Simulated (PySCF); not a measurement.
# H: ionisation energy

H 1s1 (2S) → H⁺ (bare nucleus), as a difference of total energies. Calculation: PySCF 2.14, in aug-cc-pV5Z; no relativity, point nucleus. The calculations carry no spin-orbit coupling.

```csv
method,ionisation energy (eV),difference from reference (eV)
UHF,13.606,+0.008
LDA,13.025,-0.573
PBE,13.605,+0.007
PBE0,13.642,+0.044
r2SCAN,13.610,+0.012
HSE06,13.647,+0.049
PBEsol,13.298,-0.300
LC-wPBE,13.776,+0.178
PW91,13.648,+0.050
```

Reference: 13.598 eV (theoretical estimate listed by NIST; NIST Atomic Spectra Database, ionization energies).
